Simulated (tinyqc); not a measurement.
Inside a calculation. Method: RKS/BLYP in the sto-3g basis, for H2O, spin multiplicity 1. Computed by tinyqc, a small Python program that keeps every step (integrals from PySCF). Settings: charge = 0, multiplicity = 1, basis = sto-3g, energy threshold = 1e-10, iteration cap = 56, orthogonalisation = symmetric, start = core, DIIS depth = 0, method = RKS, functional = blyp, grid = [15, 50]. Command: `OMP_NUM_THREADS=1 python tinyqc.py 25098 25099 out.jsonl` (the two numbers bound the seeds that draw the settings). One thread of a shared host (Intel(R) Xeon(R) Processor @ 2.60GHz), about 0.8 s of CPU time with the checks. Later iterations appear only in the table of the cycle.

## One-electron integrals

Geometry (angstrom):
```
atom       x        y       z
O     0.0000   0.0000  0.0000
H     0.0000   0.7510  0.5780
H     0.0000  -0.8000  0.6160
```

Basis sto-3g: exponents (1/bohr^2) and contraction coefficients of normalised primitives:
```
element  l (shell)  exponent  coefficient
O            s (1)  130.7093       0.1543
O            s (1)   23.8089       0.5353
O            s (1)    6.4436       0.4446
O            s (2)    5.0332      -0.1000
O            s (2)    1.1696       0.3995
O            s (2)    0.3804       0.7001
O            p (3)    5.0332       0.1559
O            p (3)    1.1696       0.6077
O            p (3)    0.3804       0.3920
H            s (1)    3.4253       0.1543
H            s (1)    0.6239       0.5353
H            s (1)    0.1689       0.4446
```

Overlap, kinetic and nuclear-attraction integrals over the contracted functions; the nuclear repulsion is the sum of Za Zb / Rab.

nuclear repulsion = 9.001078 hartree

overlap S, lower triangle:
```
         1O 1s   1O 2s  1O 2px   1O 2py  1O 2pz   2H 1s   3H 1s
1O 1s   1.0000
1O 2s   0.2367  1.0000
1O 2px  0.0000  0.0000  1.0000
1O 2py  0.0000  0.0000  0.0000   1.0000
1O 2pz  0.0000  0.0000  0.0000   0.0000  1.0000
2H 1s   0.0552  0.4811  0.0000   0.3144  0.2420  1.0000
3H 1s   0.0476  0.4410  0.0000  -0.2969  0.2286  0.2384  1.0000
```

kinetic energy T (hartree), lower triangle:
```
          1O 1s   1O 2s  1O 2px   1O 2py  1O 2pz   2H 1s   3H 1s
1O 1s   29.0032
1O 2s   -0.1680  0.8081
1O 2px   0.0000  0.0000  2.5287
1O 2py   0.0000  0.0000  0.0000   2.5287
1O 2pz   0.0000  0.0000  0.0000   0.0000  2.5287
2H 1s   -0.0018  0.1332  0.0000   0.2311  0.1779  0.7600
3H 1s   -0.0056  0.1049  0.0000  -0.1945  0.1498  0.0056  0.7600
```

nuclear attraction V (hartree), lower triangle:
```
           1O 1s     1O 2s   1O 2px    1O 2py    1O 2pz    2H 1s    3H 1s
1O 1s   -61.7010
1O 2s    -7.4393  -10.1216
1O 2px    0.0000    0.0000  -9.9689
1O 2py   -0.0015   -0.0148   0.0000  -10.1186
1O 2pz   -0.0182   -0.2151   0.0000   -0.0083  -10.0576
2H 1s    -1.7864   -3.9258   0.0000   -2.2875   -1.8295  -5.8652
3H 1s    -1.5377   -3.5286   0.0000    2.1008   -1.6847  -1.5108  -5.6354
```

core Hamiltonian H = T + V (hartree), lower triangle:
```
           1O 1s    1O 2s   1O 2px   1O 2py   1O 2pz    2H 1s    3H 1s
1O 1s   -32.6978
1O 2s    -7.6073  -9.3135
1O 2px    0.0000   0.0000  -7.4401
1O 2py   -0.0015  -0.0148   0.0000  -7.5899
1O 2pz   -0.0182  -0.2151   0.0000  -0.0083  -7.5289
2H 1s    -1.7882  -3.7926   0.0000  -2.0564  -1.6516  -5.1051
3H 1s    -1.5433  -3.4238   0.0000   1.9063  -1.5349  -1.5052  -4.8753
```

## Two-electron integrals

Functions are numbered as in S; the eight-fold symmetry (ij|kl) = (ji|kl) = (kl|ij) leaves the list below.

Two-electron integrals (ij|kl) in chemists' order, unique and non-zero (hartree):
```
(11|11) 4.7851      (21|11) 0.7414      (21|21) 0.1369      (22|11) 1.1189
(22|21) 0.2566      (22|22) 0.8172      (31|31) 0.0245      (32|31) 0.0378
(32|32) 0.1805      (33|11) 1.1158      (33|21) 0.2567      (33|22) 0.8170
(33|33) 0.8802      (41|41) 0.0245      (42|41) 0.0378      (42|42) 0.1805
(43|43) 0.0474      (44|11) 1.1158      (44|21) 0.2567      (44|22) 0.8170
(44|33) 0.7853      (44|44) 0.8802      (51|51) 0.0245      (52|51) 0.0378
(52|52) 0.1805      (53|53) 0.0474      (54|54) 0.0474      (55|11) 1.1158
(55|21) 0.2567      (55|22) 0.8170      (55|33) 0.7853      (55|44) 0.7853
(55|55) 0.8802      (61|11) 0.1758      (61|21) 0.0322      (61|22) 0.0599
(61|33) 0.0597      (61|41) 0.0012      (61|42) 0.0022      (61|44) 0.0600
(61|51) 0.0009      (61|52) 0.0017      (61|54) 1.67e-04    (61|55) 0.0599
(61|61) 0.0077      (62|11) 0.4103      (62|21) 0.0952      (62|22) 0.3337
(62|33) 0.3281      (62|41) 0.0056      (62|42) 0.0423      (62|44) 0.3383
(62|51) 0.0043      (62|52) 0.0326      (62|54) 0.0079      (62|55) 0.3342
(62|61) 0.0228      (62|62) 0.1660      (63|31) 0.0102      (63|32) 0.0584
(63|43) 0.0089      (63|53) 0.0068      (63|63) 0.0242      (64|11) 0.2282
(64|21) 0.0537      (64|22) 0.2009      (64|33) 0.1917      (64|41) 0.0130
(64|42) 0.0827      (64|44) 0.2155      (64|51) 0.0022      (64|52) 0.0187
(64|54) 0.0115      (64|55) 0.1952      (64|61) 0.0134      (64|62) 0.1214
(64|64) 0.1120      (65|11) 0.1756      (65|21) 0.0413      (65|22) 0.1546
(65|33) 0.1475      (65|41) 0.0022      (65|42) 0.0187      (65|44) 0.1522
(65|51) 0.0118      (65|52) 0.0728      (65|54) 0.0125      (65|55) 0.1639
(65|61) 0.0103      (65|62) 0.0934      (65|64) 0.0676      (65|65) 0.0762
(66|11) 0.5365      (66|21) 0.1265      (66|22) 0.5067      (66|33) 0.4861
(66|41) 0.0101      (66|42) 0.1027      (66|44) 0.5246      (66|51) 0.0077
(66|52) 0.0790      (66|54) 0.0296      (66|55) 0.5089      (66|61) 0.0306
(66|62) 0.3115      (66|64) 0.2603      (66|65) 0.2003      (66|66) 0.7746
(71|11) 0.1514      (71|21) 0.0277      (71|22) 0.0516      (71|33) 0.0515
(71|41) -0.0010     (71|42) -0.0019     (71|44) 0.0517      (71|51) 0.0008
(71|52) 0.0015      (71|54) -1.48e-04   (71|55) 0.0516      (71|61) 0.0065
(71|62) 0.0190      (71|64) 0.0102      (71|65) 0.0086      (71|66) 0.0252
(71|71) 0.0057      (72|11) 0.3684      (72|21) 0.0855      (72|22) 0.3016
(72|33) 0.2965      (72|41) -0.0051     (72|42) -0.0389     (72|44) 0.3060
(72|51) 0.0039      (72|52) 0.0299      (72|54) -0.0073     (72|55) 0.3021
(72|61) 0.0198      (72|62) 0.1231      (72|64) 0.0616      (72|65) 0.0677
(72|66) 0.1920      (72|71) 0.0177      (72|72) 0.1378      (73|31) 0.0089
(73|32) 0.0521      (73|43) -0.0081     (73|53) 0.0062      (73|63) 0.0172
(73|73) 0.0196      (74|11) -0.2102     (74|21) -0.0494     (74|22) -0.1862
(74|33) -0.1777     (74|41) 0.0115      (74|42) 0.0748      (74|44) -0.1995
(74|51) -0.0020     (74|52) -0.0175     (74|54) 0.0106      (74|55) -0.1811
(74|61) -0.0109     (74|62) -0.0639     (74|64) -0.0152     (74|65) -0.0343
(74|66) -0.0879     (74|71) -0.0107     (74|72) -0.1033     (74|74) 0.0962
(75|11) 0.1619      (75|21) 0.0381      (75|22) 0.1433      (75|33) 0.1368
(75|41) -0.0020     (75|42) -0.0175     (75|44) 0.1412      (75|51) 0.0105
(75|52) 0.0656      (75|54) -0.0114     (75|55) 0.1519      (75|61) 0.0092
(75|62) 0.0689      (75|64) 0.0337      (75|65) 0.0544      (75|66) 0.1178
(75|71) 0.0082      (75|72) 0.0796      (75|74) -0.0590     (75|75) 0.0650
(76|11) 0.1503      (76|21) 0.0352      (76|22) 0.1338      (76|33) 0.1307
(76|41) -4.51e-05   (76|42) -0.0005     (76|44) 0.1334      (76|51) 0.0025
(76|52) 0.0227      (76|54) -1.44e-04   (76|55) 0.1371      (76|61) 0.0083
(76|62) 0.0656      (76|64) 0.0411      (76|65) 0.0416      (76|66) 0.1260
(76|71) 0.0072      (76|72) 0.0605      (76|74) -0.0394     (76|75) 0.0391
(76|76) 0.0319      (77|11) 0.5080      (77|21) 0.1199      (77|22) 0.4848
(77|33) 0.4652      (77|41) -0.0092     (77|42) -0.0973     (77|44) 0.5017
(77|51) 0.0071      (77|52) 0.0749      (77|54) -0.0281     (77|55) 0.4868
(77|61) 0.0277      (77|62) 0.2035      (77|64) 0.0897      (77|65) 0.1225
(77|66) 0.3354      (77|71) 0.0250      (77|72) 0.2788      (77|74) -0.2387
(77|75) 0.1838      (77|76) 0.1260      (77|77) 0.7746
```

## Orthogonalisation

S = U s U^T; symmetric (Loewdin) form X = U s^(-1/2) U^T, so that X^T S X = 1.

eigenvalues of S: 0.3502  0.4381  0.8860  1.0000  1.0937  1.3286  1.9034

X, lower triangle:
```
          1O 1s    1O 2s  1O 2px   1O 2py   1O 2pz    2H 1s   3H 1s
1O 1s    1.0241
1O 2s   -0.1424   1.2329
1O 2px   0.0000   0.0000  1.0000
1O 2py  -0.0010   0.0155  0.0000   1.1077
1O 2pz  -0.0098   0.1053  0.0000   0.0066   1.0526
2H 1s    0.0225  -0.3077  0.0000  -0.2339  -0.1517   1.2170
3H 1s    0.0208  -0.2619  0.0000   0.2126  -0.1338  -0.0853  1.1772
```

## Starting guess

The start is the orbitals of the core Hamiltonian; D = 2 C_occ C_occ^T.

D at the start, lower triangle:
```
          1O 1s    1O 2s  1O 2px   1O 2py   1O 2pz   2H 1s   3H 1s
1O 1s    2.1340
1O 2s   -0.6018   2.6959
1O 2px   0.0000   0.0000  2.0000
1O 2py  -0.0062   0.0462  0.0000   2.3670
1O 2pz  -0.0536   0.3282  0.0000   0.0217   2.1809
2H 1s    0.0891  -0.3984  0.0000  -0.3922  -0.2562  0.1413
3H 1s    0.0780  -0.3442  0.0000   0.3531  -0.2284  0.0105  0.1151
```

## Iteration 1: exchange-correlation on the grid

Becke grid with 15 radial and 50 angular points per atom, points of zero weight dropped. rho = sum D_ij phi_i phi_j; V_xc,ij = sum w v_xc phi_i phi_j plus the gradient terms; v_xc is d(rho eps)/d rho at fixed gradient.

The 12 grid points with the largest w rho, of 2242 (bohr, atomic units):
```
x              y        z       w     rho  |grad rho|^2   eps_xc     v_xc
-0.6364   0.0000   0.6364  0.0822  0.7608        2.8403  -0.7429  -0.9262
0.6364    0.0000   0.6364  0.0822  0.7608        2.8403  -0.7429  -0.9262
0.0000    0.6364  -0.6364  0.0829  0.7297        2.4247  -0.7321  -0.9148
0.0000   -0.6364  -0.6364  0.0829  0.7278        2.3998  -0.7315  -0.9141
0.6364    0.6364   0.0000  0.0811  0.7397        2.6727  -0.7366  -0.9178
-0.6364   0.6364   0.0000  0.0811  0.7397        2.6727  -0.7366  -0.9178
-0.6364  -0.6364   0.0000  0.0818  0.7339        2.5898  -0.7345  -0.9156
0.6364   -0.6364   0.0000  0.0818  0.7339        2.5898  -0.7345  -0.9156
-0.6364   0.0000  -0.6364  0.0829  0.6941        2.1539  -0.7208  -0.9001
0.6364    0.0000  -0.6364  0.0829  0.6941        2.1539  -0.7208  -0.9001
0.0000   -0.9300  -0.9300  0.2309  0.2463        0.5789  -0.5524  -0.6284
0.0000    0.9300  -0.9300  0.2304  0.2462        0.5811  -0.5526  -0.6283
```

electrons on the grid, sum of w rho = 10.0006

E_xc = sum of w rho eps_xc = -10.323684 hartree

V_xc (hartree), lower triangle:
```
          1O 1s    1O 2s   1O 2px   1O 2py   1O 2pz    2H 1s    3H 1s
1O 1s   -3.1534
1O 2s   -0.4417  -0.8432
1O 2px   0.0000   0.0000  -0.8369
1O 2py  -0.0002   0.0003   0.0000  -0.8375
1O 2pz  -0.0015  -0.0013   0.0000   0.0004  -0.8359
2H 1s   -0.1056  -0.3078   0.0000  -0.1720  -0.1317  -0.3726
3H 1s   -0.0909  -0.2776   0.0000   0.1602  -0.1225  -0.1054  -0.3604
```

## Iteration 1: building the Kohn-Sham matrix

J_ij = sum D_kl (ij|kl); F = H + J + V_xc; E = tr D H + tr D J / 2 + E_xc + E_nn.

Coulomb J (hartree), lower triangle:
```
          1O 1s    1O 2s  1O 2px   1O 2py  1O 2pz   2H 1s   3H 1s
1O 1s   18.7623
1O 2s    3.5821   8.8736
1O 2px   0.0000   0.0000  8.8706
1O 2py   0.0004  -0.0010  0.0000   8.8621
1O 2pz   0.0044  -0.0056  0.0000  -0.0009  8.8646
2H 1s    0.8414   3.5107  0.0000   2.0674  1.5877  5.1011
3H 1s    0.7253   3.1691  0.0000  -1.9154  1.4711  1.3723  4.8728
```

Kohn-Sham matrix F (hartree), lower triangle:
```
           1O 1s    1O 2s  1O 2px   1O 2py   1O 2pz    2H 1s    3H 1s
1O 1s   -17.0889
1O 2s    -4.4669  -1.2832
1O 2px    0.0000   0.0000  0.5936
1O 2py   -0.0013  -0.0155  0.0000   0.4348
1O 2pz   -0.0153  -0.2219  0.0000  -0.0088   0.4998
2H 1s    -1.0524  -0.5897  0.0000  -0.1610  -0.1955  -0.3767
3H 1s    -0.9089  -0.5322  0.0000   0.1511  -0.1863  -0.2384  -0.3629
```

total energy of this density = -73.530443 hartree

## Iteration 1: diagonalisation and new density

Diagonalise F' = X^T F X, C = X C', fill 5 alpha and 5 beta electrons from the bottom; D = 2 C_occ C_occ^T. Each column has its largest component positive (the first on a tie).

F' = X^T F X (hartree), lower triangle:
```
          1        2       3        4        5        6        7
1  -16.7272
2   -2.4980  -0.2253
3    0.0000   0.0000  0.5936
4   -0.0012   0.0070  0.0000   0.6746
5   -0.0278  -0.0452  0.0000   0.0031   0.6166
6   -0.1714  -0.3210  0.0000  -0.3201  -0.2270  -0.0429
7   -0.1296  -0.2745  0.0000   0.2947  -0.2040  -0.0760  -0.0925
```

orbital energies (hartree): MO1 -17.1016, MO2 -0.4775, MO3 -0.2074, MO4 0.3574, MO5 0.5936, MO6 0.7385, MO7 0.8939

coefficients C:
```
            MO1      MO2      MO3      MO4     MO5      MO6      MO7
1O 1s    0.9925  -0.1431   0.0099  -0.2434  0.0000  -0.0702  -0.0212
1O 2s    0.0338   0.3441  -0.0265   1.1601  0.0000   0.4753   0.1511
1O 2px   0.0000   0.0000   0.0000   0.0000  1.0000   0.0000   0.0000
1O 2py   0.0006   0.0078  -0.2064  -0.0405  0.0000  -0.1623   1.1209
1O 2pz   0.0048   0.1496  -0.0067  -0.2097  0.0000   1.0334   0.1602
2H 1s   -0.0086   0.4584  -0.6872  -0.5347  0.0000  -0.4234  -0.7167
3H 1s   -0.0075   0.4580   0.7394  -0.4945  0.0000  -0.5385   0.4838
```

D after iteration 1, lower triangle:
```
          1O 1s    1O 2s  1O 2px   1O 2py  1O 2pz    2H 1s   3H 1s
1O 1s    2.1295
1O 2s   -0.5965   2.9324
1O 2px   0.0000   0.0000  2.0000
1O 2py   0.0145  -0.0775  0.0000   0.0886
1O 2pz   0.0687  -0.3830  0.0000   0.0221  0.1329
2H 1s    0.0983  -0.8893  0.0000   0.3341  0.3706   1.9366
3H 1s    0.1094  -0.8717  0.0000  -0.2580  0.3345  -0.0675  2.0023
```

## Iteration 2: exchange-correlation on the grid

As before.

The 12 grid points with the largest w rho, of 2242 (bohr, atomic units):
```
x              y        z       w     rho  |grad rho|^2   eps_xc     v_xc
0.8141   -0.2714  -0.2714  0.0741  0.6665        2.1610  -0.7137  -0.8866
-0.8141  -0.2714  -0.2714  0.0741  0.6665        2.1610  -0.7137  -0.8866
-0.8141   0.2714  -0.2714  0.0741  0.6528        2.1062  -0.7096  -0.8803
0.8141    0.2714  -0.2714  0.0741  0.6528        2.1062  -0.7096  -0.8803
-1.1896  -0.3965  -0.3965  0.2069  0.2220        0.4820  -0.5378  -0.6073
1.1896   -0.3965  -0.3965  0.2069  0.2220        0.4820  -0.5378  -0.6073
-0.6364   0.0000  -0.6364  0.0829  0.5530        1.6288  -0.6769  -0.8319
0.6364    0.0000  -0.6364  0.0829  0.5530        1.6288  -0.6769  -0.8319
-0.8141  -0.2714   0.2714  0.0738  0.6101        1.8894  -0.6959  -0.8603
0.8141   -0.2714   0.2714  0.0738  0.6101        1.8894  -0.6959  -0.8603
1.1896    0.3965  -0.3965  0.2067  0.2177        0.4640  -0.5349  -0.6035
-1.1896   0.3965  -0.3965  0.2067  0.2177        0.4640  -0.5349  -0.6035
```

electrons on the grid, sum of w rho = 10.0019

E_xc = sum of w rho eps_xc = -9.065827 hartree

V_xc (hartree), lower triangle:
```
          1O 1s    1O 2s   1O 2px   1O 2py   1O 2pz    2H 1s    3H 1s
1O 1s   -3.1161
1O 2s   -0.4126  -0.7299
1O 2px   0.0000   0.0000  -0.7825
1O 2py   0.0006   0.0027   0.0000  -0.6985
1O 2pz   0.0032   0.0038   0.0000  -0.0047  -0.6878
2H 1s   -0.0985  -0.3016   0.0000  -0.1884  -0.1469  -0.5529
3H 1s   -0.0849  -0.2728   0.0000   0.1753  -0.1355  -0.1207  -0.5495
```

## Iteration 2: building the Kohn-Sham matrix

As before.

Coulomb J (hartree), lower triangle:
```
          1O 1s    1O 2s  1O 2px   1O 2py  1O 2pz   2H 1s   3H 1s
1O 1s   16.2965
1O 2s    3.0300   7.5665
1O 2px   0.0000   0.0000  7.5982
1O 2py  -0.0023  -0.0114  0.0000   7.5632
1O 2pz   0.0073   0.1768  0.0000   0.0058  7.5136
2H 1s    0.7126   3.1688  0.0000   1.9286  1.5551  5.2138
3H 1s    0.6145   2.8785  0.0000  -1.8075  1.4493  1.3226  5.1002
```

Kohn-Sham matrix F (hartree), lower triangle:
```
           1O 1s    1O 2s   1O 2px   1O 2py   1O 2pz    2H 1s    3H 1s
1O 1s   -19.5173
1O 2s    -4.9900  -2.4769
1O 2px    0.0000   0.0000  -0.6244
1O 2py   -0.0032  -0.0235   0.0000  -0.7252
1O 2pz   -0.0077  -0.0345   0.0000  -0.0072  -0.7031
2H 1s    -1.1741  -0.9254   0.0000  -0.3161  -0.2433  -0.4442
3H 1s    -1.0137  -0.8181   0.0000   0.2741  -0.2210  -0.3033  -0.3246
```

total energy of this density = -74.296423 hartree

## Iteration 2: diagonalisation and new density

As before.

F' = X^T F X (hartree), lower triangle:
```
          1        2        3        4        5        6       7
1  -19.1519
2   -2.5825  -1.4589
3    0.0000   0.0000  -0.6244
4   -0.0013  -0.0082   0.0000  -0.6057
5   -0.0326   0.0641   0.0000   0.0007  -0.6474
6   -0.1975  -0.3913   0.0000  -0.2584  -0.1664   0.0293
7   -0.1512  -0.3412   0.0000   0.2342  -0.1472  -0.0853  0.0695
```

orbital energies (hartree): MO1 -19.5264, MO2 -1.2755, MO3 -0.7442, MO4 -0.7075, MO5 -0.6244, MO6 0.2151, MO7 0.2735

coefficients C:
```
            MO1      MO2      MO3      MO4     MO5      MO6      MO7
1O 1s    0.9939  -0.2615   0.0181   0.0235  0.0000   0.1142   0.0069
1O 2s    0.0276   1.0098  -0.0851  -0.1254  0.0000  -0.8163  -0.0721
1O 2px   0.0000   0.0000   0.0000   0.0000  1.0000   0.0000   0.0000
1O 2py   0.0006   0.0406   0.8919  -0.1929  0.0000  -0.0166  -0.7018
1O 2pz   0.0034   0.0540   0.1866   0.9384  0.0000  -0.4901  -0.0387
2H 1s   -0.0069   0.0232   0.1474   0.0582  0.0000   0.8433   0.9615
3H 1s   -0.0059   0.0098  -0.1034   0.0925  0.0000   0.8450  -0.8898
```

D after iteration 2, lower triangle:
```
          1O 1s    1O 2s  1O 2px   1O 2py  1O 2pz    2H 1s   3H 1s
1O 1s    2.1141
1O 2s   -0.4822   2.0869
1O 2px   0.0000   0.0000  2.0000
1O 2py   0.0032  -0.0214  0.0000   1.6686
1O 2pz   0.0293  -0.1578  0.0000  -0.0248  1.8368
2H 1s   -0.0178   0.0069  0.0000   0.2424  0.1667   0.0514
3H 1s   -0.0162   0.0139  0.0000  -0.2194  0.1360  -0.0192  0.0388
```

## Convergence

Stop when the energy changes by less than 1e-10 hartree and every element of the error matrix X^T (F D S - S D F) X is below 3e-06.

Course of the cycle:
```
iteration  E (hartree)     change  largest element of the error matrix
1           -73.530443          -                             6.90e-01
2           -74.296423  -7.66e-01                             7.34e-01
3           -74.700926  -4.05e-01                             6.15e-01
4           -74.790364  -8.94e-02                             5.63e-01
5           -74.908636  -1.18e-01                             5.33e-01
6           -74.919960  -1.13e-02                             5.05e-01
7           -74.983577  -6.36e-02                             4.90e-01
8           -74.977422   6.16e-03                             4.73e-01
9           -75.020758  -4.33e-02                             4.66e-01
10          -75.008389   1.24e-02                             4.54e-01
11          -75.041964  -3.36e-02                             4.50e-01
12          -75.026828   1.51e-02                             4.42e-01
13          -75.055012  -2.82e-02                             4.40e-01
14          -75.038464   1.65e-02                             4.34e-01
...                ...        ...                                  ...
43          -75.081119  -1.87e-02                             4.19e-01
44          -75.062427   1.87e-02                             4.17e-01
45          -75.081155  -1.87e-02                             4.19e-01
46          -75.062461   1.87e-02                             4.17e-01
47          -75.081181  -1.87e-02                             4.19e-01
48          -75.062485   1.87e-02                             4.17e-01
49          -75.081199  -1.87e-02                             4.19e-01
50          -75.062501   1.87e-02                             4.17e-01
51          -75.081211  -1.87e-02                             4.19e-01
52          -75.062513   1.87e-02                             4.17e-01
53          -75.081220  -1.87e-02                             4.19e-01
54          -75.062522   1.87e-02                             4.17e-01
55          -75.081227  -1.87e-02                             4.19e-01
56          -75.062527   1.87e-02                             4.17e-01
```

PySCF RKS in the same basis, fine grid = -75.280474 hartree

Not converged within the cap of 56 iterations: the residual has stopped falling: the iteration swings between two states. Reruns (cap 100 unless said): DIIS 8: converged in 10; damping 0.5: converged in 35; level shift 0.5: converged in 14; atomic densities as start, DIIS 8: converged in 8; the original settings with a cap of 400: not converged.
